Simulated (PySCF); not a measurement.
**P₄⁺: relaxation and vibrations of the doublet**

Where does doublet P₄⁺ go from a tetrahedron start, is the end point a minimum, and what are its modes, charges and moments?

The runs use PySCF 2.14.0; PBE0, basis P def2-TZVP, no relativity, density fitting.

## (1) The starting structure

4 atoms, charge 1, spin multiplicity 2.

Bond lengths: P1–P2 2.220 Å, P1–P3 2.220 Å, P1–P4 2.220 Å, P2–P3 2.220 Å, P2–P4 2.220 Å, P3–P4 2.220 Å. Angles: P2–P1–P3 60.0°, P2–P1–P4 60.0°, P3–P1–P4 60.0°, P1–P2–P3 60.0°, P1–P2–P4 60.0°, P3–P2–P4 60.0°, P1–P3–P2 60.0°, P1–P3–P4 60.0°, P2–P3–P4 60.0°, P1–P4–P2 60.0°, P1–P4–P3 60.0°, P2–P4–P3 60.0°.

```xyz
4
charge 1 multiplicity 2
P     0.7849    0.7849    0.7849
P     0.7849   -0.7849   -0.7849
P    -0.7849    0.7849   -0.7849
P    -0.7849   -0.7849    0.7849
```

## (2) First SCF at the start

One driver script runs all steps and calls PySCF; scf.py shows how it sets up the SCF of each step. The optimiser is the driver's own. After this first run the driver tries any further starts and a stability analysis.

Contents of scf.py:

```python
from pyscf import gto, scf, dft
mol = gto.M(atom='''
P      0.784900     0.784900     0.784900
P      0.784900    -0.784900    -0.784900
P     -0.784900     0.784900    -0.784900
P     -0.784900    -0.784900     0.784900''',
    basis={'P': 'def2-TZVP'},
    charge=1, spin=1)
mf = dft.UKS(mol, xc='PBE0')
mf.grids.atom_grid = (50, 194)
aux = {'P': 'def2-universal-JKFIT'}
mf = mf.density_fit(auxbasis=aux)
mf.conv_tol = 1e-08
mf.diis_space = 10
mf.max_cycle = 60
mf.init_guess = 'minao'
mf.verbose = 4
mf.kernel()
```

Started as:

```bash
> OMP_NUM_THREADS=4 python axn.py task.json out
```

Further steps of the session: Relaxation: tetrahedron start, doublet; Releasing the symmetry; Vibrations and properties at this point.

Before running it: what results should come out? Wanted: minimum; geometry; wavenumbers; dipole moment; highest occupied, lowest empty level; polar-tensor charge of P1; zero-point energy; ⟨S²⟩.

The runs gave:

| quantity | value |
| --- | --- |
| minimum | doublet, D2d |
| geometry | P–P 2.151 Å (×4), P–P 2.374 Å (×2); P–P–P 56.5° (×8), P–P–P 67.0° (×4) |
| wavenumbers (cm⁻¹) | 289 (b1), 321 (a1), 346 (b2), 517 (e), 621 (a1) |
| dipole moment (centre of mass) | 0.00 D |
| highest occupied, lowest empty level (either spin) | -13.08, -10.46 eV |
| polar-tensor charge of P1 | +0.25 e |
| zero-point energy | 15.6 kJ/mol |
| entropy at 298.15 K | 298.0 J/(mol K) |
| ⟨S²⟩ | 0.763 |

**Reading.** From Td at the start the molecule goes to a D2d minimum. The strongest infrared band lies at 346 cm⁻¹ (b2). Other starts or spin states, not run here, may lie lower.
